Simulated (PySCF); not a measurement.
**Vertical excitation energies**

BH2(SiH3).
SMILES: `[H]B([H])[SiH3]`

Computed, not measured: PySCF 2.14.0, density-fitted response routines, TDDFT CAM-B3LYP/def2-SVPD, vertical, gas phase, core orbitals frozen in the response. Isolated species at its PBE0-D3(BJ)/def2-SVP geometry, gas phase.

| state | E (eV) | E (kJ/mol) | λ (nm) | f | symmetry | main configurations (H = HOMO, L = LUMO) |
| --- | --- | --- | --- | --- | --- | --- |
| S1 | 4.27 | 412 | 290.5 | 0.0030 | A′ | H→L (97%) |
| S2 | 5.37 | 518 | 230.9 | 0.0008 | – | H-1→L (69%), H-3→L (30%) |
| S3 | 6.72 | 648 | 184.6 | 0.0041 | A″ | H-3→L (68%), H-1→L (30%) |
| S4 | 6.82 | 658 | 181.9 | 0.071 | A′ | H-2→L (96%) |
| S5 | 8.04 | 776 | 154.2 | 0.015 | A′ | H→L+1 (97%) |
| S6 | 8.37 | 808 | 148.1 | 0.0095 | A″ | H→L+3 (92%) |
| S7 | 8.62 | 831 | 143.9 | 0.014 | A′ | H→L+4 (90%) |
| S8 | 8.76 | 845 | 141.6 | 0.415 | A′ | H→L+2 (89%) |
| S9 | 8.88 | 857 | 139.6 | 0.016 | A″ | H-1→L+1 (87%) |
| S10 | 9.29 | 896 | 133.5 | 0.112 | A″ | H-1→L+2 (79%) |

Triplets (Tamm–Dancoff): T1 3.43 eV, H→L (97%); T2 4.72 eV, H-1→L (56%), H-3→L (41%); T3 6.09 eV, H-2→L (96%); T4 6.43 eV, H-3→L (55%), H-1→L (41%).

The lowest singlet comes at 290 nm (412 kJ/mol) in the ultraviolet; it is very weak; its leading configuration is HOMO→LUMO (97%). The strongest level in the table is S8 at 8.76 eV (142 nm, f = 0.415). Löwdin shares by element: HOMO boron 39%, silicon 33%, hydrogen 14% or more; LUMO boron 56%, hydrogen 19% or more, silicon 19%. The oscillator strengths of these states sum to 0.661; summed over the whole spectrum of an exact calculation they would give the number of electrons, 24 (Thomas–Reiche–Kuhn). Weighted by f, the mean energy of these states is 8.58 eV. Of the 10 states listed, 6 reach f = 0.01 and none stays under 0.0005. Symmetry labels in Cs follow from the direction of the transition dipole and are given only for states with f of 0.002 or more. Singlets were solved by full linear response, triplets in the Tamm–Dancoff approximation.
